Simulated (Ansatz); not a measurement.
Saddle point of CH₄F, doublet (CH₃F ([CH3][F]) + H → CH₂F ([CH2][F]) + H₂; bonds formed: H1–H4; bonds broken: H1–C2), PBE0-D4/def2-TZVP structure:

```json
{"atom": "H1", "x (Å)": "0.2908", "y (Å)": "0.5280", "z (Å)": "0.6964"}
{"atom": "C2", "x (Å)": "-0.2124", "y (Å)": "-0.2154", "z (Å)": "-0.3453"}
{"atom": "F3", "x (Å)": "0.7105", "y (Å)": "-1.1507", "z (Å)": "-0.6398"}
{"atom": "H4", "x (Å)": "0.6748", "y (Å)": "0.9924", "z (Å)": "1.3927"}
{"atom": "H5", "x (Å)": "-0.3376", "y (Å)": "0.5019", "z (Å)": "-1.1556"}
{"atom": "H6", "x (Å)": "-1.1261", "y (Å)": "-0.6562", "z (Å)": "0.0516"}
```

Energies are electronic, without zero-point energy. Barriers and step energies count from the start structure reached by relaxing down the imaginary mode; all methods use the PBE0-D4 structures, on which another method's saddle can fall below an end. Computed with Ansatz 0.2.0 (basis: def2-TZVPP, with def2-QZVPP for the basis limit); correlated methods freeze the cores; orbitals are unrestricted. B3LYP uses VWN-RPA correlation. Extrapolation: Hartree–Fock as exp(−7.88 √X), correlation as X^−2.97.

| method | barrier (kJ/mol) | step energy (kJ/mol) |
| --- | --- | --- |
| SPW92 | 6.0 | 7.0 |
| PBE-D4 | 25.1 | -4.1 |
| BLYP-D4 | 17.7 | -20.5 |
| r2SCAN-D4 | 22.4 | -19.0 |
| B97M-V | 35.7 | -3.7 |
| PBE0-D4 | ? | -1.4 |
| B3LYP-D4 | 29.2 | -16.7 |
| r2SCAN0-D4 | 32.4 | -16.9 |
| BHLYP-D4 | 45.4 | -13.0 |
| CAM-B3LYP-D4 | 37.4 | -11.7 |
| wB97X-V | 50.3 | -3.1 |
| wB97M-V | 50.7 | -4.9 |
| B2PLYP | 46.1 | -8.9 |
| PBE-QIDH | 58.1 | 3.7 |
| RPA on PBE | ? | -8.7 |
| HF | 96.8 | 0.0 |
| MP2 | ? | 12.1 |
| CCSD | 59.8 | -7.3 |
| CCSD(T) | 57.3 | -5.2 |

Task: Fill in the withheld barriers. (An estimate is asked for; the value comes from the calculation.)

Result: The calculation gives: PBE0-D4 39.2; MP2 77.1; RPA on PBE 55.3 kJ/mol. Each is the energy of the saddle less that of the start structure, by the same method.

For comparison, the barrier by CCSD(T) at an estimated basis limit (MP2 extrapolated from triple and quadruple zeta, plus CCSD(T) − MP2 in triple zeta) is 56.5 kJ/mol.

T1 diagnostic: at most 0.016. ⟨S²⟩ of the unrestricted Hartree–Fock references: 0.75 to 0.79 (a pure state has 0.75).

Labels in which every atom is bracketed show which atoms are joined, not bond orders.

For scale, one of the runs: CCSD(T)/def2-TZVPP, 118 basis functions, launched by `ansatz run in.yaml --threads 2 --pin off --events-out ev --progress --plain --max-ram 4352MiB`. Hardware: 2 CPU threads of an Arm Neoverse V2, shared host. Wall time 16 s; peak host memory 1.1 GiB.
